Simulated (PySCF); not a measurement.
Species: 1-chloro-1,1-difluoroethane, C2H3ClF2.
Geometry (PBE0-D3(BJ)/def2-TZVP, Å), atoms numbered from 1 in this order:
```xyz
8
C2H3ClF2 angstrom
C     -0.6634   -0.3111   -0.3602
C      0.5193    0.2645    0.3580
F      0.8397   -0.4780    1.4298
F      0.2554    1.5023    0.8068
Cl     1.9563    0.3577   -0.6911
H     -0.4314   -1.3185   -0.7008
H     -0.9147    0.3149   -1.2143
H     -1.5044   -0.3423    0.3344
```

Level: wB97X-D/pcSseg-2 in PySCF, non-relativistic, on one gas-phase PBE0-D3(BJ)/def2-TZVP geometry that isn't relaxed in the solvent. The solvent is an IEF-PCM continuum (van der Waals radii × 1.2). Only the electrostatic response of the medium enters.

Gas phase at wB97X-D/pcSseg-2: HOMO -11.28 eV, LUMO 2.24 eV, dipole 2.26 D.

Problem. What does the continuum do to the energy, the frontier levels and the dipole at wB97X-D/pcSseg-2 in chloroform?

Solution. 
```tsv
solvent	ε	E(solvent) − E(gas) (kJ/mol)	polarisation term (kJ/mol)	distortion of the solute (kJ/mol)	HOMO (eV)	LUMO (eV)	dipole (D)
chloroform	4.711	-8.66	-9.52	0.86	-11.28	2.29	2.63
```

The polarisation term is half the interaction of the solute with the surface charges that it induces; the rest is the cost of distorting the solute's density. The sum is the electrostatic part of solvation alone.

Problem. Which radius a makes the point-dipole formula ΔE = −[(ε − 1)/(2ε + 1)]·μ²/a³ give the value in chloroform, with the gas-phase dipole?

Solution. μ = 0.890 au and |ΔE| = 0.00330 Eh give a = 2.33 Å; the farthest nucleus lies 2.10 Å from the centroid of the nuclei. The formula assumes a rigid point dipole at the centre of a sphere.

Problem. Give the dipole vector in the frame of the coordinates (D, pointing from negative to positive charge), gas and chloroform.

Solution. Gas (-1.80, -0.87, -1.07), solvent (-2.10, -1.01, -1.22). Its length changes by +16 % and its direction by less than 1°.

The pairwise dispersion term of wB97X-D wasn't added to the energies; at a given geometry it leaves orbitals and properties as they are.
